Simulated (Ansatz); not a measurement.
Two shapes of singlet C2H2.

Shape 1:

```xyz
4

C     0.0000    0.0000   -0.4780
C     0.0000    0.0000    0.8219
H     0.0000   -0.9481   -1.0317
H     0.0000    0.9481   -1.0317
```

Shape 2:

```xyz
4

C    -0.0467   -0.0164   -0.4852
C    -0.0416   -0.0157    0.7991
H    -0.0485   -0.9506   -1.0196
H    -0.0062    0.9891   -1.0037
```

Basis set: def2-TZVP (spherical functions). Left uncorrelated: 2 orbitals. Charge 0, multiplicity 1.

Computed with Ansatz (development build ahead of 0.2.0); each method stands on the lowest determinant of its kind that the runs found.

(1) Which shape is lower in energy, and by how much in each method?

## Answers

(1)

```json
{"method": "RHF", "E(2) − E(1) (eV)": "0.032"}
{"method": "RHF-MP2", "E(2) − E(1) (eV)": "0.039"}
```

Shape 1 is lower.
